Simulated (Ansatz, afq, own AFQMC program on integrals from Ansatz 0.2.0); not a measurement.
BN, singlet in 6-31G, levels against full CI

```yaml
atoms:
  - { symbol: B, position_ang: [0.0000, 0.0000, 0.0000] }
  - { symbol: N, position_ang: [0.0000, 0.0000, 1.2615] }
```

Basis 6-31G. Noble-gas cores (and the filled d shells of Ga–Kr and In–Xe) are frozen. Ansatz 0.2.0 and our own AFQMC program on the same integrals; the CISD trial comes from CCSD amplitudes, and released means the phaseless constraint is let go. ± is one standard error of the sampling.

Determinant: RHF, the one that the program's search chose, which needn't be the lowest solution. The geometry is a point of a scan.

Full CI on the same integrals is exact in this basis and with this determinant's frozen core.

Cautions: restricted determinant unstable towards unrestricted (UHF 2.56 eV lower, ⟨S²⟩ 1.20); strong correlation (T1 0.101, weight of the determinant 0.72, largest double 0.29); (T) is large, 12 % of the CCSD correlation; CCSD(T) is in doubt: in a space of 8 electrons in 8 natural orbitals full CI lies 103 meV above it; the released energies are still falling, so no released level is given (meV from the phaseless value at times in 1/Eh: -26 ± 3 at 0.24, -43 ± 4 at 0.51, -69 ± 4 at 0.99, -88 ± 4 at 1.62, -108 ± 6 at 2.40).

The T1 diagnostic is 0.1006 and the weight of the determinant in the CISD state is 0.724. The size of the correlated space is 8 electrons in 16 orbitals.

```tsv
level	correlation energy (eV)
MP2	-6.3915
CCSD	-6.3283
CCSD(T)	-7.0844
```

Problem. Estimate where phaseless AFQMC with the Hartree–Fock trial lies against CCSD(T) on the same integrals.

Solution. 13.74 ± 0.62 kcal/mol above CCSD(T).

Reference: full CI, correlation energy -6.963 eV. The cautions show a poor starting determinant, so the rows tell how each method copes with it here, and full CI is the sure value.

| level | E − E(reference) (kcal/mol) | share of correlation (%) |
| --- | --- | --- |
| CCSD(T) | -2.80 | 101.75 |
| CCSDT | 0.68 | 99.58 |
| CCSDT(Q) | -0.68 | 100.42 |
| CCSDTQ | 0.18 | 99.89 |
| ph-AFQMC/HF | 10.93 ± 0.62 | 93.19 |
| ph-AFQMC/CISD | 3.76 ± 0.10 | 97.66 |

CCSDT and higher add their correlation energy to the determinant of the CCSD(T) run, since their own runs factorise the integrals more tightly (a shift of under 2 meV). A walk keeps the symmetry of its determinant, which the program's search chose and which needn't be the lowest solution, so a lower state of the same spin and another symmetry isn't excluded.
